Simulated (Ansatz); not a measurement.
# Ta5Si3N (P6_3/mcm)

Computed with DFT r2SCAN, scalar-relativistic, plane waves, PAW in Ansatz.

Plane waves to 500 eV, a k mesh through Γ of 6×6×8 on the computed 18-atom cell and Gaussian smearing (0.10 eV); no spin polarisation.

The structure is relaxed at this level of theory with its symmetry kept. Whether it is the stable form of this composition wasn't checked.

```
Ta Si N
1.0
     7.43877    0.00000    0.00000
    -3.71939    6.44216    0.00000
     0.00000    0.00000    5.37331
Ta Si N
10 6 2
Direct
  0.00000 0.76494 0.25000
  0.00000 0.23506 0.75000
  0.23506 0.23506 0.25000
  0.76494 0.76494 0.75000
  0.76494 0.00000 0.25000
  0.23506 0.00000 0.75000
  0.66667 0.33333 0.00000
  0.33333 0.66667 0.00000
  0.33333 0.66667 0.50000
  0.66667 0.33333 0.50000
  0.00000 0.40527 0.25000
  0.00000 0.59473 0.75000
  0.59473 0.59473 0.25000
  0.40527 0.40527 0.75000
  0.40527 0.00000 0.25000
  0.59473 0.00000 0.75000
  0.00000 0.00000 0.00000
  0.00000 0.00000 0.50000
```

- Space group: P6_3/mcm (No. 193)
- Volume per atom: 14.31 Å³
- Formation energy from the elements' standard states (uncorrected): -0.751 eV/atom
- Generalised Kohn–Sham band gap: none (metal)
- Density of states at the Fermi level: 6.23 states/eV per cell
- Löwdin character within 0.5 eV of the Fermi level: Ta 5d 82 %, unprojected 5 %
- Bulk modulus: 239 GPa
- Its pressure derivative: 4.4

Spin-orbit coupling is left out, which matters for the bands of heavy elements.

Cost: 8 runs of about 2.5 core-hours in all, on Intel Xeon Processor @ 2.50GHz (Skylake/Cascade Lake) (shared hosts).